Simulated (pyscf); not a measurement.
Structures and frequencies: ωB97X-D3(BJ)/def2-SVP in PySCF.

Q: Estimate the classical barrier height and the reaction energy of O=Mo(=O)(F)–F (SMILES [O]=[Mo](=[O])([F])[F]) + H₂ (SMILES [H][H]) -> HO–Mo(OH)(F)–F (SMILES [OH][Mo]([OH])([F])[F]) [singlet] at ωB97M-D3(BJ)/def2-TZVP. The step runs on the singlet surface, breaks H–H and forms H–O, H–O; take the separated reactants as zero.

A: ΔE‡ = 49.2 kcal/mol, ΔE = +11.6 kcal/mol. Zero-point energy shifts the barrier by +2.4 kcal/mol. It is an addition across a multiple bond or ene-type step, with an imaginary mode of 1921i cm⁻¹. On the product side the descent ends in a point that may be a rotor saddle (no frequency run), 2.7 kcal/mol over the lowest minimum found and 33.4 kcal/mol under the saddle at ωB97X-D3(BJ)/def2-TZVP. The same reactants have a lower exit, to O=MoH(OH)(F)–F (barrier +37.9 kcal/mol at ωB97M-D3(BJ)/def2-TZVP, against +49.2 kcal/mol here). The other spin state of HO–Mo(OH)(F)–F [singlet] is not in these data. This is the saddle that the search found; another between the same sides may lie lower. A restricted singlet here is unstable towards spin polarisation, as is usual where a triplet lies low; its energy is less safe. Elements past Kr carry the def2 core potentials, without spin-orbit coupling.
